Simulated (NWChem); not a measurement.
Molecule: ethane (C$_{2}$H$_{6}$); SMILES CC

```xyz
8

C      0.0000     0.0000     0.7596
C      0.0000     0.0000    -0.7596
H     -0.7240     0.7240     1.1652
H      0.9890     0.2650     1.1652
H     -0.2650    -0.9890     1.1652
H     -0.9890    -0.2650    -1.1652
H      0.7240    -0.7240    -1.1652
H      0.2650     0.9890    -1.1652
```
Atoms are numbered in this order, from 1.

All runs: NWChem. Structure relaxed at the PBE0/def2-SVP level.

For level B3LYP/def2-TZVPD:

```
Quantity                     Result
---------------------------  ------
highest occupied level (eV)   -9.35
orbital gap (eV)               9.57
```

**Question.** Estimate the same quantities for level BLYP/def2-TZVPD.

**Answer.** 
- highest occupied level (eV) = -8.04
- orbital gap (eV) = 7.92
